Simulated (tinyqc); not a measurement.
Worked calculation: Hueckel theory of the pi electrons, for the molecule [CH2]C([CH2])=C (SMILES; centres numbered as the heavy atoms are written). One step of it, computed by the program tinyqc.

Question. Energy, charges, bond orders. E = sum n x; q_r = z_r - P_rr; bond order p = P_rs; free valence = sqrt(3) - sum of p over the bonds of the atom.

x values: 1.732051  0.000000  0.000000  -1.732051

occupations: 2.000000  1.000000  1.000000  0.000000

charge and bond-order matrix P:
```
          1C        2C        3C        4C
1C  1.000000  0.577350  0.000000  0.000000
2C  0.577350  1.000000  0.577350  0.577350
3C  0.000000  0.577350  1.000000  0.000000
4C  0.000000  0.577350  0.000000  1.000000
```

Centres:
```
centre  z_r, pi electrons of the neutral centre         h
1C                                            1  0.000000
2C                                            1  0.000000
3C                                            1  0.000000
4C                                            1  0.000000
```

Bonds:
```
i  j  k
1  2  1
2  3  1
2  4  1
```

Give: pi energy = 4 alpha + this times beta; pi charges; Bond orders and lengths from R = 1.517 - 0.180 p; free valence of the carbons; gap between the highest filled and the next level.

Answer.

pi energy = 4 alpha + this times beta = 3.4641

pi charges: 1C 0.0000, 2C 0.0000, 3C 0.0000, 4C 0.0000

Bond orders and lengths from R = 1.517 - 0.180 p (angstrom, C-C alone):
```
bond       p       R
1-2   0.5774  1.4131
2-3   0.5774  1.4131
2-4   0.5774  1.4131
```

free valence of the carbons: 1C 1.1547, 2C 0.0000, 3C 1.1547, 4C 1.1547

gap between the highest filled and the next level = 1.7321 |beta|
